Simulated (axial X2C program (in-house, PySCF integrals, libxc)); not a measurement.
Bond lengths and stretching modes, held linear, of SAlS⁺

Computed with an axial X2C code built on PySCF integrals: two-component X2C with atomic mean-field Coulomb and Gaunt terms, Gaussian nuclei, basis S dyall-av3z, Al dyall-v3z with contracted cores. Spin-free rows use the one-electron spin-free X2C Hamiltonian.

Masses S 31.972, Al 26.982, S 31.972 u. States: 2c Ω = 3 (beyond evenly filled blocks: 2 × ω = 3/2); spin-free M_S = 1, Λ = 2 (beyond evenly filled blocks: 2 × π+α, 2 × π+β, 2 × π-α).

PBE0, spin-free: energies above the lowest point

```csv
r(S–Al) (Å),r(Al–S) (Å),E (meV)
2.0748,2.0748,61.93
2.0748,2.1280,30.91
2.0748,2.1812,48.48
2.1280,2.0748,30.91
2.1280,2.1280,0.00
2.1280,2.1812,17.57
2.1280,2.2344,73.85
2.1812,2.0748,48.48
2.1812,2.1280,17.57
2.1812,2.1812,35.03
2.2344,2.1280,73.85
2.2344,2.2344,146.92
```

Problem. Fit a quadratic surface with cubic terms in each bond: where is the minimum, and what are the two stretching wavenumbers?

Solution. At PBE0, spin-free: bonds 2.134 and 2.134 Å; harmonic stretches 376.9 and 693.4 cm⁻¹; force constants 2.68, 2.68 and coupling -0.01 mdyn/Å.

The other levels and Hamiltonians give:

| Hamiltonian | level | r(S–Al) (Å) | r(Al–S) (Å) | lower stretch (cm⁻¹) | upper stretch (cm⁻¹) |
| --- | --- | --- | --- | --- | --- |
| 2c | PBE0 | 2.134 | 2.134 | 376.7 | 693.1 |
| 2c | HF | 2.126 | 2.126 | 392.3 | 716.4 |
| 2c | BHandHLYP | 2.125 | 2.125 | 383.0 | 703.5 |
| 2c | MP2 | 2.137 | 2.137 | 383.8 | 703.7 |
| spin-free | HF | 2.126 | 2.126 | 392.6 | 716.8 |
| spin-free | BHandHLYP | 2.125 | 2.125 | 383.3 | 703.9 |
| spin-free | MP2 | 2.136 | 2.136 | 384.0 | 703.9 |

Each state is one determinant, the lowest of a limited PBE0 search; the stretches come from a fit to these few points and carry an uncertainty of a few per cent. Other orders of the atoms were not compared. MP2 freezes inner shells (threshold -2 hartree). The molecule was held linear; bending was not examined, so a bent shape may lie lower. Open-shell Ω = 0 determinants with evenly filled partner blocks cannot be reached by this program, so the Ω shown need not be the lowest component. Note: functional without a current term on a determinant with orbital currents, of the molecule or an atom. Note: several unpaired electrons, one determinant need not be a pure state.
